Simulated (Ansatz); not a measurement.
ReS2 (P-1, No. 2; cell taken from a computed entry), treated with r²SCAN (plane waves, PAW; Ansatz, a program for electronic structure).

Numerical settings: plane-wave cutoff 500 eV, 8×8×4 k mesh (along the axes of the cell as run), Fermi–Dirac smearing 0.05 eV, no spin polarisation, scalar-relativistic PAW data made under PBE.

Cell (relaxed at this level):

```xyz
24
Lattice="6.3851 0.0003 -0.0020 3.1358 5.6805 0.0011 0.1263 3.3665 12.9353" Properties=species:S:1:pos:R:3 pbc="T T T"
Re     1.4290     1.1959     3.1837
Re     8.2183     7.8514     9.7506
Re     3.3963     3.3298     3.2807
Re     6.2510     5.7176     9.6537
Re     5.0104     1.0532     3.2185
Re     4.6369     7.9942     9.7158
Re     3.4473     5.5746     9.6905
Re     6.2000     3.4728     3.2438
S      8.0410     4.5595     2.0471
S      1.6062     4.4878    10.8872
S      6.3946     7.3723    11.2597
S      3.2527     1.6751     1.6746
S      4.7099     4.7216     1.8824
S      4.9374     4.3258    11.0520
S      3.2963     7.1264    11.4409
S      6.3509     1.9210     1.4935
S      4.7878     6.4424     7.9655
S      4.8595     2.6050     4.9688
S      3.2512     5.4847     4.5830
S      6.3961     3.5627     8.3514
S      1.5726     2.8507     4.7898
S      8.0746     6.1967     8.1446
S      6.3052     5.6470     4.4163
S      3.3421     3.4003     8.5181
```

Task: Estimate the band gap that the calculation returns.

Result: 
band gap: 1.40 eV (on the SCF k mesh)

Note: the relaxation could not lower the start's symmetry, so the cell can be a saddle point above a distorted one; the cell has widely spaced layers and the level no dispersion term, so their spacing and the moduli can rest on weak binding.

Spin–orbit coupling is not included.

The computed numbers hold no vibrational or temperature effects.
